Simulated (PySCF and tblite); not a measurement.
C3H7N, numbered as in [NH2:1][CH:2]1[CH2:3][CH2:4]1.

Level: PBE0-D3(BJ)/def2-TZVP (IEF-PCM, chloroform)//PBE0-D3(BJ)/def2-SVP, thermal terms from GFN2-xTB, symmetry numbers and mirror pairs counted. Conformers within 3 kcal/mol (GFN2-xTB free energy) were kept, 8 at most. GIAO shieldings: PBE0/pcSseg-1 (IEF-PCM, chloroform). Shifts are against TMS (¹H), TMS (¹³C), NH3 (¹⁵N) at the same level; of two unlike H on one atom, a is the less shielded. Codes: tblite and PySCF.

Torsions listed: H1–N1–C2–C3. Of a mirror pair one member is shown.

```csv
conformer,shape,symmetry,E(GFN2) kcal/mol,E(DFT) kcal/mol
1,-155°,Cs,0.71,0.00
2,-27°,C1 (pair),0.00,1.57
```

How much do the weights at 298.15 K and the averaged shift of H3b/H4b depend on how the conformers are weighted?


```json
{"weighting": "DFT energy with thermal terms, symmetry and mirror images (full scheme)", "1 (%)": "91", "2 (%)": "9", "δ (ppm)": "0.21", "rms dipole (D)": "1.59"}
{"weighting": "DFT energy with symmetry and mirror images", "1 (%)": "88", "2 (%)": "12", "δ (ppm)": "0.21", "rms dipole (D)": "1.59"}
{"weighting": "bare DFT energy", "1 (%)": "93", "2 (%)": "7", "δ (ppm)": "0.22", "rms dipole (D)": "1.60"}
{"weighting": "GFN2-xTB energy with symmetry and mirror images", "1 (%)": "13", "2 (%)": "87", "δ (ppm)": "0.06", "rms dipole (D)": "1.48"}
{"weighting": "GFN2-xTB free energy", "1 (%)": "18", "2 (%)": "82", "δ (ppm)": "0.07", "rms dipole (D)": "1.49"}
{"weighting": "leading conformer alone", "1 (%)": "100", "2 (%)": "0", "δ (ppm)": "0.23", "rms dipole (D)": "1.61"}
{"weighting": "equal weights", "1 (%)": "50", "2 (%)": "50", "δ (ppm)": "0.13", "rms dipole (D)": "1.53"}
{"weighting": "full scheme, search stopped after three starts", "1 (%)": "0", "2 (%)": "100", "δ (ppm)": "0.03", "rms dipole (D)": "1.46"}
```

The largest departure from the full scheme, 0.18 ppm, comes with: full scheme, search stopped after three starts.


¹⁵N shifts are against a computed isolated NH3 molecule, about 20 ppm from the liquid.